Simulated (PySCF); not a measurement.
## B: ionisation energy

B [He] 2s2 2p1 (2P) → B⁺ [He] 2s2 (1S), as a difference of total energies. Calculation: PySCF 2.14, in pcseg-2; no relativity, point nucleus. Correlated levels: valence: 1s2 frozen. The calculations carry no spin-orbit coupling.

```csv
method,ionisation energy (eV)
UHF,8.011
B3LYP,8.752
TPSS,8.777
MP2 (valence),8.205
SCS-MP2 (valence),8.175
CCSD (valence),8.104
CCSD(T) (valence),8.136
```

Task: How much does correlation contribute at CCSD(T) (valence)?

Result: 8.136 − (8.011) = 0.125 eV, measured against UHF.

Errors of the correlated levels include the incompleteness of this basis and the frozen core.

The coupled-cluster amplitudes are large for B⁺ (T1 above 0.03 or a double amplitude above 0.15), so a single reference is strained.

For comparison: 8.297 eV (measured; NIST levels, between the centres of gravity of the two terms).
